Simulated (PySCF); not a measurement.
**Relaxation of doublet Li₃**

All numbers come from UPBE in PySCF with Li def2-SVP; no relativity; density-fitted integrals. A (50,194) grid was used.

A hand-made linear chain start, of D∞h symmetry, held to at least that symmetry:

```xyz
3
charge 0 multiplicity 2, angstrom
Li    0.0000    0.0000    0.0000
Li    0.0000    0.0000    2.7292
Li    0.0000    0.0000   -2.7292
```

Question: What does it relax to?

Answer: It ends at D∞h with Li–Li 2.967 Å (×2); Li–Li–Li 180.0°. A frequency run shows 2 imaginary modes (one degenerate set), down to 43i cm⁻¹, so it is a higher-order saddle point. Other isomers or separated fragments may lie lower.

Question: How much energy is released, and in how many steps?

Answer: 5.7 kJ/mol in 4 steps.

The relaxation took 1.9 s on 2 threads of a shared Arm Neoverse N1 host, with 27 basis functions and 5 gradients; the process peaked at 0.4 GiB.
